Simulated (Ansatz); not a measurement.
Basis-set series for H₇Si₃ (`[SiH3][SiH][SiH3]`) radical. Charge 0, multiplicity 2. The structure was optimised at the PBE0-D4/def2-TZVP level.

```csv
atom,x (Å),y (Å),z (Å)
Si1,0.785,1.810,-0.305
Si2,0.896,-0.484,0.053
Si3,-1.108,-1.658,0.077
H4,-0.086,2.064,-1.483
H5,2.143,2.350,-0.580
H6,0.219,2.536,0.866
H7,1.812,-0.861,1.168
H8,-1.902,-1.266,-1.117
H9,-1.915,-1.371,1.296
H10,-0.844,-3.121,0.025
```

```csv
functional,basis,functions,energy (Eh),HOMO (eV),LUMO (eV)
PBE0-D4,def2-TZVPP,224,-872.29274,-6.16,-2.84
PBE0-D4,def2-QZVPP,420,-872.32182,-6.16,-2.85
ωB97M-V,def2-TZVPP,224,-872.56148,-7.85,-1.23
ωB97M-V,def2-QZVPP,420,-872.58897,-7.85,-1.26
```

Give the rows for def2-SVP. (Estimate.)

Ansatz gave: 
```csv
functional,basis,functions,energy (Eh),HOMO (eV),LUMO (eV)
PBE0-D4,def2-SVP,89,-871.98781,-6.17,-2.83
ωB97M-V,def2-SVP,89,-872.25308,-7.83,-1.13
```

HOMO and LUMO are taken over both spins.
